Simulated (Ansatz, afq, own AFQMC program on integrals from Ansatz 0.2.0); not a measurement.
AFQMC on a folder of integrals that Ansatz 0.2.0 wrote.

```yaml
crystal:
  periodic: [false, false, false]
  atoms:
    - {symbol: Al, position_ang: [0.382460, 0.000000, 1.105165]}
    - {symbol: C, position_ang: [-1.247004, 0.000000, 0.042930]}
    - {symbol: Cl, position_ang: [0.131386, 0.000000, -0.855631]}
basis:
  gaussian: {orbitals: cc-pVDZ}
magnetization: {spin_polarized: true, initial_magnetization: 2}
correlation: {method: ccsd_t, electrons: outside_noble_gas, hamiltonian_folder: ham}
```

```sh
$ ansatz run in.yaml --threads 1 --pin off --events-out ev --progress --plain --max-ram 1382MiB
```

afq runs on the folder ham with

```
--method phaseless --trial hf --walkers 120 --populations 1 --least-time 40 --time-step 0.005 --steps-per-block 20 --equilibration-blocks 112 --max-blocks 600 --target-error 0.00135 --factor-cut 1e-05 --start spin_pure --seed 5778 --taylor-order 6
```

Times are imaginary, in 1/Eh. The walk had a cap of 1812 s.

afq prints:

```
orbitals 39  electrons 8 6  factors 309 of 511
reference energy -739.09578947 Eh
CCSD correlation -0.30406662 Eh in 16 cycles, weight of the determinant in the CISD state 0.8346
energy of the start -739.096512 Eh
 block  time / (1/Eh)  mean weight  energy / Eh
     1     0.100  1.0012  -739.162636
     2     0.200  1.0030  -739.220744
     3     0.300  1.0025  -739.252285
     4     0.400  1.0020  -739.271655
     5     0.500  1.0017  -739.292097
     7     0.700  1.0011  -739.321917
     9     0.900  1.0010  -739.326233
    18     1.800  0.9999  -739.350925
    52     5.200  0.9991  -739.433906
    86     8.600  1.0005  -739.419707
   120    12.000  1.0004  -739.443957
   154    15.400  0.9983  -739.407640
   188    18.800  1.0004  -739.410725
   222    22.200  1.0013  -739.396886
   256    25.600  0.9979  -739.380398
   290    29.000  0.9982  -739.385399
   324    32.400  0.9999  -739.440248
   358    35.800  1.0008  -739.409337
   392    39.200  0.9963  -739.389415
   409    40.900  0.9983  -739.452050
   426    42.600  1.0004  -739.400928
   460    46.000  0.9995  -739.423302
   494    49.400  1.0004  -739.414179
   528    52.800  1.0004  -739.389593
   562    56.200  0.9984  -739.397296
   596    59.600  1.0001  -739.403591
   613    61.300  0.9995  -739.370961
   630    63.000  0.9986  -739.402313
   664    66.400  0.9985  -739.432641
   698    69.800  0.9996  -739.406375
blocks merged  error / Eh  count
     1  0.000852  600
     2  0.001154  300
     4  0.001518  150
     8  0.001947  75
    16  0.002191  37
    32  0.002521  18
    64  0.002228  9
energy -739.410967 +/- 0.002521 Eh
(rows thinned)
```

The run passed its tests (sampling time, drift between the halves within three errors, error under three times the target), which doesn't prove that it has relaxed. The second half of the sampling lies above the first by 2.3 errors of their difference, so the energy may still be moving and its error bar be too small.

Against this walk (error 68.6 meV) on the same determinant: CCSD(T) 28.8 meV higher (within the noise), CCSDT(Q) 27.8 meV lower (within the noise), a separate phaseless walk with a CISD trial and standard settings 7.1 ± 71.6 meV lower (within the noise). The error is statistical and leaves out the bias of the constraint.

Cautions: constraint bias not in the error; error above the target (68.6 against 36.7 meV); lower spins were not checked; the determinant is a saddle point among determinants of its kind.

The walk took 2.8 min on 1 thread of AMD EPYC 9R45 96-Core Processor (Zen 5) (shared host). The log's last line is the phaseless energy.

CCSDT and higher add their correlation energy to the determinant of the CCSD(T) run, since their own runs factorise the integrals more tightly (a shift of under 2 meV). A walk keeps the symmetry of its determinant, which the program's search chose and which needn't be the lowest solution, so a lower state of the same spin and another symmetry isn't excluded.
